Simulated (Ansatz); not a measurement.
Basis-set series for AlH$_{5}$NP, SMILES `N[PH][AlH2]`. The species carries charge 0 and has multiplicity 1. All single points use the PBE0-D4/def2-TZVP geometry. It is one conformer, not always the lowest.

| functional | basis | functions | energy (Eh) | HOMO (eV) | LUMO (eV) |
| --- | --- | --- | --- | --- | --- |
| PBE0-D4 | def2-SVP | 75 | -640.98742 | -6.57 | -1.57 |
| PBE0-D4 | def2-QZVPP | 347 | -641.28698 | -6.66 | -1.66 |
| ωB97M-V | def2-SVP | 75 | -641.21941 | -8.57 | 0.12 |
| ωB97M-V | def2-QZVPP | 347 | -641.52146 | -8.71 | -0.16 |

(1) Give the rows for def2-TZVPP. (Estimate.)

Answers

(1) Ansatz gave: 
```
functional       basis  functions  energy (Eh)  HOMO (eV)  LUMO (eV)
   PBE0-D4  def2-TZVPP        185   -641.26482      -6.64      -1.62
   ωB97M-V  def2-TZVPP        185   -641.50008      -8.68      -0.01
```
